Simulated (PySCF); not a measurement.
Ionisation energies (eV) were calculated with PySCF 2.14 by UHF, LDA, PBE, in another order, as differences of total energies without spin-orbit coupling. The measured values are between term centres (NIST).

```json
{"species": "B⁺ (cc-pVDZ-DK, spin-free X2C)", "measured": "25.155", "A": "24.581", "B": "24.659", "C": "23.494"}
{"species": "Al (cc-pVDZ-DK, spin-free X2C)", "measured": "5.977", "A": "6.019", "B": "6.067", "C": "5.574"}
{"species": "Cl⁺ (cc-pV(D+d)Z, non-relativistic)", "measured": "23.771", "A": "23.977", "B": "23.841", "C": "22.562"}
{"species": "Tc (cc-pVDZ-PP with ECP28MDF, ECP)", "measured": "7.119", "A": "7.378", "B": "6.945", "C": "5.583"}
{"species": "Eu (cc-pVDZ-X2C, spin-free X2C)", "measured": "5.670", "A": "5.874", "B": "5.666", "C": "4.635"}
{"species": "Yb (cc-pVDZ-X2C, spin-free X2C)", "measured": "6.254", "A": "6.628", "B": "6.415", "C": "5.140"}
{"species": "Yb⁺ (cc-pVDZ-X2C, spin-free X2C)", "measured": "12.179", "A": "12.628", "B": "12.408", "C": "11.267"}
{"species": "Lu (cc-pVDZ-X2C, spin-free X2C)", "measured": "5.278", "A": "5.708", "B": "5.602", "C": "4.471"}
```

Q: Which column is which method?

A: A is LDA (mean error 0.17 eV); B is PBE (mean error 0.03 eV); C is UHF (mean error -1.08 eV). LDA overbinds the outer electron and comes out highest. PBE, with gradient corrections, lies close to experiment on average, with errors of both signs. Hartree-Fock lacks the correlation of the electron removed and comes out lowest.
